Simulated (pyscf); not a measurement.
PySCF, gas phase, ωB97X-D3(BJ)/def2-SVP geometries. MP2 and CC: frozen core, UHF for open shells. ΔMP2 is the change of the MP2 total energy from the triple- to the quadruple-zeta basis.

**Question.** For `[BH]=[NH]` + `[CH2]=[CH2]` → `[CH3][CH2][B]=[NH]`, an addition across a multiple bond or ene-type step (singlet surface; B–H broken, B–C, C–H formed), PBE/def2-TZVP gives ΔE‡ = 1.39 eV and ΔE = -1.59 eV (zero: the separated reactants). In which direction and how far do B3LYP-D3(BJ)/def2-TZVP, PBE0-D3(BJ)/def2-TZVP, CCSD(T)/def2-TZVPP + ΔMP2(QZVPP) move these?

**Answer.** B3LYP-D3(BJ): ΔE‡ = 1.81 eV, ΔE = -1.50 eV; PBE0-D3(BJ): ΔE‡ = 1.43 eV, ΔE = -1.77 eV; CCSD(T): ΔE‡ = 1.85 eV, ΔE = -1.51 eV. PBE's barrier lies under all of them, by 0.04 to 0.46 eV. Its reaction energy lies among theirs. At the saddle there is also a short B–C contact that neither side keeps. This is the saddle that the search found; another between the same sides may lie lower. The CCSD(T) − MP2 part came from Ansatz, without density fitting, on the same reference.
